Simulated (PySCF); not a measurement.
## Converging BCl in the basis (MP2)

PySCF, RHF reference; singlet, unpaired electrons none; De to B + Cl without counterpoise correction. Frozen cores follow the default of each basis and core potential.

```json
{"basis": "x2c-SVPall", "relativity": "spin-free X2C", "functions": "32", "Re (Å)": "1.702", "ωe (cm⁻¹)": "914", "De (eV)": "5.23", "frozen orbitals": "6"}
{"basis": "cc-pVDZ/cc-pV(D+d)Z", "relativity": "no relativity", "functions": "37", "Re (Å)": "1.728", "ωe (cm⁻¹)": "873", "De (eV)": "5.10", "frozen orbitals": "6"}
{"basis": "6-311G(d,p)", "relativity": "no relativity", "functions": "44", "Re (Å)": "1.711", "ωe (cm⁻¹)": "884", "De (eV)": "5.13", "frozen orbitals": "6"}
{"basis": "def2-TZVPP", "relativity": "no relativity", "functions": "73", "Re (Å)": "1.712", "ωe (cm⁻¹)": "863", "De (eV)": "5.37", "frozen orbitals": "6"}
{"basis": "def2-TZVPPD", "relativity": "no relativity", "functions": "88", "Re (Å)": "1.713", "ωe (cm⁻¹)": "857", "De (eV)": "5.37", "frozen orbitals": "6"}
```

How does each smaller set differ from the one with most functions, def2-TZVPPD?

x2c-SVPall: -1.1 pm, +6.7 % in ωe, -0.14 eV in De; cc-pVDZ/cc-pV(D+d)Z: +1.5 pm, +1.9 % in ωe, -0.27 eV in De; 6-311G(d,p): -0.2 pm, +3.2 % in ωe, -0.24 eV in De; def2-TZVPP: -0.1 pm, +0.7 % in ωe, +0.00 eV in De. All at MP2; the set with most functions is neither the basis-set limit nor always the best. The rows treat relativity differently, so the differences are not basis effects alone.

Correlated steps freeze 6 core orbitals. Correlated levels converge slowly with the basis: in double zeta they bind strong bonds too weakly, by up to about 1 eV, and carry superposition errors of some tenths. Where the molecule has an RHF reference, its open-shell atoms are computed with UHF.
